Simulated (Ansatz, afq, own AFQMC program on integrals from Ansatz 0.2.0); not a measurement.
# Where AFQMC and coupled cluster stand for S⁺, quartet

A free S cation.

Basis cc-pVDZ. Only valence electrons are correlated. AFQMC by an in-house program on the Cholesky factors that Ansatz 0.2.0 writes for its CCSD(T) run. ph-AFQMC/CISD is guided by a CISD state made of CCSD amplitudes; releasing the constraint for a short imaginary time cuts its bias at the price of noise, slowly where states lie close. Error bars are statistical, one sigma.

Determinant: UHF, the one that the program's search chose, which needn't be the lowest solution.

Full CI on the same integrals is exact in this basis and with this determinant's frozen core.

- T1 diagnostic: 0.0018
- weight of the determinant in the CISD state: 0.953
- ⟨S²⟩ of the determinant: 3.751
- size of the correlated space: 5 electrons in 13 orbitals

Reference: full CI, correlation energy -2.385 eV. The released energy is read at 2.40 1/Eh (meV from the phaseless value at times in 1/Eh: 0.1 ± 1.1 at 0.24, -1.2 ± 1.0 at 0.51, -1.7 ± 1.0 at 0.99, -2.2 ± 0.8 at 1.62, -3.7 ± 0.8 at 2.40).

```csv
level,E − E(reference) (kJ/mol),share of correlation (%)
HF,230.1,0.00
MP2,51.8,77.50
CCSD,3.2,98.60
CCSD(T),0.8,99.63
CCSDT,0.2,99.89
CCSDT(Q),0.1,99.97
CCSDTQ,0.0,100.00
ph-AFQMC/CISD,0.3 ± 0.08,99.88
released AFQMC,-0.1 ± 0.08,100.03
```

CCSDT and higher add their correlation energy to the determinant of the CCSD(T) run, since their own runs factorise the integrals more tightly (a shift of under 2 meV). A walk keeps the symmetry of its determinant, which the program's search chose and which needn't be the lowest solution, so a lower state of the same spin and another symmetry isn't excluded. Released energies are given only where the last usable release times agree within the noise; a slower fall can still hide under it.
